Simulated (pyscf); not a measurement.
# Addition across a multiple bond or ene-type step: H₂S (SMILES S) + O=W(Cl)(Cl)(Cl)–Cl (SMILES [O]=[W]([Cl])([Cl])([Cl])[Cl]) -> HO–W(SH)(Cl)(Cl)(Cl)–Cl (SMILES [OH][W]([SH])([Cl])([Cl])([Cl])[Cl])

Gas phase, singlet surface, charge 0. Bonds broken: S1–H2. Bonds formed: S1–W5, H2–O4. Single points on ωB97X-D3(BJ)/def2-SVP structures (PySCF, gas phase).

Transition state (Å):

```xyz
9

S      0.9111     1.7491     0.1672
H      0.2202     0.7944    -1.0775
H      1.9258     0.9168     0.4710
O     -0.6578     0.0321    -1.0561
W     -1.0437     0.0953     0.6819
Cl     0.5320    -1.5064     1.1581
Cl    -2.7945    -1.3064     0.9082
Cl    -0.7011     0.8277     2.8372
Cl    -2.3393     1.9606     0.4156
```

One imaginary mode, 1294i cm⁻¹; descent along it reached the two sides named, in the forms told below.

| bond | change | reactant side (Å) | saddle | product side |
|---|---|---|---|---|
| S1–H2 | breaks | 1.351 | 1.714 | 3.1 |
| S1–W5 | forms | 2.7 | 2.6 | 2.375 |
| H2–O4 | forms | 2.8 | 1.163 | 0.965 |

Electronic energies relative to the separated reactants (kcal/mol):

```csv
level,barrier,reaction energy,reverse barrier
ωB97X-D3(BJ)/def2-TZVP,23.8,+7.5,16.3
PBE/def2-TZVP,22.2,+10.3,11.9
r²SCAN/def2-TZVP,22.2,+8.1,14.1
B3LYP-D3(BJ)/def2-TZVP,24.5,+8.8,15.7
PBE0-D3(BJ)/def2-TZVP,22.2,+7.5,14.8
M06-2X/def2-TZVP,29.7,+13.6,16.1
ωB97M-D3(BJ)/def2-TZVP,30.1,+14.7,15.4
HF/def2-TZVP,51.8,+25.9,25.8
```

With ωB97M-D3(BJ)/def2-TZVP energies and thermal terms (ideal gas, 1 atm, RRHO with modes under 100 cm⁻¹ raised to 100, one conformer, R ln 2 for chiral ones without a mode under 150 cm⁻¹), in kcal/mol:

```tsv
T (K)	ΔH‡	ΔG‡	ΔH	ΔG
298	29.4	40.2	+17.2	+27.4
600	29.8	51.0	+18.3	+37.2
900	30.5	61.5	+19.5	+46.4
1200	31.3	71.7	+20.6	+55.2
```

On the reactant side the descent ends in an adduct with a S–W contact, 5.8 kcal/mol under the separated species and 29.6 kcal/mol under the saddle at ωB97X-D3(BJ)/def2-TZVP. What is counted as formed (S–W) is already present as a longer contact in the reactant adduct; forming that adduct is a step of its own. This is the saddle that the search found; another between the same sides may lie lower. Elements past Kr carry the def2 core potentials, without spin-orbit coupling.
